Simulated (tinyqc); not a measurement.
Inside a calculation. Method: geometry optimisation on the UHF/sto-3g surface (energies and gradients from PySCF), for CH3, spin multiplicity 2. One step of it, computed by the program tinyqc.

Problem. Step 3: move. Quasi-Newton step p = -H^(-1) g (the inverse Hessian comes from BFGS updates; coordinates in the order x, y, z of each atom); steps longer than 0.5 bohr are cut back.

positions after step 2 (bohr), order 1C, 2H, 3H, 4H:
```
[[-0.020341, 0.059113, 0.147865],
 [2.000335, 0.051305, 0.032633],
 [-0.976578, 1.853518, 0.041735],
 [-1.041211, -1.691815, 0.036660]]
```

gradient (hartree/bohr), order 1C, 2H, 3H, 4H:
```
[[0.00004792, -0.00516812, -0.00206702],
 [-0.00740343, 0.00200546, 0.00070087],
 [0.00386965, 0.00114977, 0.00051350],
 [0.00348586, 0.00201288, 0.00085265]]
```

inverse Hessian in use (bohr^2/hartree):
```
[[0.972405, 0.073760, -0.001622, 0.021763, -0.002031, -0.000523, 0.021822, -0.031700, 0.003315, -0.015990, -0.040029, -0.001170],
 [0.073760, 0.866396, 0.032709, 0.062975, -0.020125, -0.008259, -0.121188, 0.096407, -0.016021, -0.015547, 0.057322, -0.008429],
 [-0.001622, 0.032709, 1.012636, 0.056144, -0.011537, -0.004365, -0.027156, 0.004049, -0.003019, -0.027367, -0.025221, -0.005251],
 [0.021763, 0.062975, 0.056144, 1.223420, -0.047218, -0.018280, -0.141673, 0.055948, -0.016475, -0.103510, -0.071706, -0.021389],
 [-0.002031, -0.020125, -0.011537, -0.047218, 1.010127, 0.003848, 0.026934, -0.007124, 0.003126, 0.022316, 0.017122, 0.004564],
 [-0.000523, -0.008259, -0.004365, -0.018280, 0.003848, 1.001466, 0.010102, -0.002631, 0.001157, 0.008701, 0.007042, 0.001742],
 [0.021822, -0.121188, -0.027156, -0.141673, 0.026934, 0.010102, 1.047146, 0.009342, 0.004563, 0.072705, 0.084913, 0.012491],
 [-0.031700, 0.096407, 0.004049, 0.055948, -0.007124, -0.002631, 0.009342, 0.973563, 0.002303, -0.033591, -0.062846, -0.003722],
 [0.003315, -0.016021, -0.003019, -0.016475, 0.003126, 0.001157, 0.004563, 0.002303, 1.000413, 0.008598, 0.010592, 0.001449],
 [-0.015990, -0.015547, -0.027367, -0.103510, 0.022316, 0.008701, 0.072705, -0.033591, 0.008598, 1.046795, 0.026822, 0.010068],
 [-0.040029, 0.057322, -0.025221, -0.071706, 0.017122, 0.007042, 0.084913, -0.062846, 0.010592, 0.026822, 0.988402, 0.007587],
 [-0.001170, -0.008429, -0.005251, -0.021389, 0.004564, 0.001742, 0.012491, -0.003722, 0.001449, 0.010068, 0.007587, 1.002060]]
```

Give: positions after step 3.

Solution.

positions after step 3 (bohr), order 1C, 2H, 3H, 4H:
```
[[-0.0198, 0.0645, 0.1508],
 [2.0110, 0.0486, 0.0317],
 [-0.9829, 1.8535, 0.0409],
 [-1.0461, -1.6945, 0.0355]]
```
